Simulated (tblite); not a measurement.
Compound: C4H8N (doublet state).
Atom-mapped SMILES: `[CH3:1][CH:2]([CH3:3])[CH:4]=[N:5]` (hydrogens: H6, H7, H8 on C1; H9 on C2; H10, H11, H12 on C3; H13 on C4)

Cartesian coordinates in Å at the GFN2-xTB level; atoms count from 1:
```xyz
13
C4H8N angstrom
C     -0.2913    1.3688   -0.0147
C      0.1153   -0.0432   -0.4200
C     -0.8844   -1.0825    0.0739
C      1.4878   -0.3534    0.1790
N      2.5024   -0.6209   -0.4355
H     -0.4023    1.4441    1.0658
H     -1.2426    1.6240   -0.4778
H      0.4527    2.0930   -0.3389
H      0.2092   -0.1051   -1.5079
H     -0.5600   -2.0865   -0.1907
H     -1.8557   -0.9037   -0.3835
H     -0.9970   -1.0271    1.1554
H      1.4616   -0.3070    1.2772
```

Calculated harmonic vibrations of the isolated species, GFN2-xTB (tblite), most abundant isotopes, no scaling. Against measured fundamentals such values can be off by several per cent, at times by over 20. One conformer, not necessarily the lowest. Open shells enter through the occupations alone, without spin polarisation, and single modes of such species can be off by tens of per cent.

Harmonic wavenumbers (cm⁻¹): 69.6, 201.6, 226.1, 317.2, 330.4, 338.3, 479.8, 807.2, 832.4, 943.7, 950.8, 981.0, 1060.6, 1132.8, 1162.4, 1193.6, 1272.9, 1304.3, 1402.9, 1415.4, 1485.0, 1490.3, 1493.0, 1501.0, 1837.3, 2779.6, 2961.9, 3022.1, 3024.1, 3026.1, 3029.9, 3041.3, 3041.7.

A = 7785, B = 3921, C = 2932 MHz; mass 70.066 u (most abundant isotopes); point group Cs, symmetry number 1; spin multiplicity 2.

Problem. Zero-point energy?

Solution. ½Σν̃ = 24078 cm⁻¹ = 288.04 kJ/mol.

Problem. Entropy at 273.15 K, 1 bar (ideal gas, RRHO, classical rotation)?

Solution. Translation 160.03, rotation 106.39, vibration 52.03, spin (R ln 2) 5.76: S = 324.2 J/(mol K).

Problem. And Cp and H(273.15 K) − H(0)?

Solution. Cp = 94.70 J/(mol K), of which vibrations give 61.44 (their classical limit is 33 R = 274.4); H(273.15 K) − H(0) = 17.17 kJ/mol without the zero-point energy, 8.09 from vibrations.

Problem. Which modes carry the vibrational entropy at 273.15 K?

Solution. 69.6 cm⁻¹: 16.70; 201.6 cm⁻¹: 8.20; 226.1 cm⁻¹: 7.34; 317.2 cm⁻¹: 4.95; 330.4 cm⁻¹: 4.68; 338.3 cm⁻¹: 4.53 J/(mol K); the other 27 give 5.63 together.

Problem. Blend soft modes into free rotors: weight 1/[1 + (100 cm⁻¹/ν̃)⁴] for the oscillator and the rest for a rotor with moment μB/(μ + B), μ = h/(8π²ν), B = 10⁻⁴⁴ kg m². What vibrational entropy results?

Solution. 49.22 J/(mol K) in place of 52.03, which changes −T·S at 273.15 K by +0.77 kJ/mol.

Hindered rotation and anharmonicity are outside this model. Other conformers, if any are populated, would add a mixing term that is left out.
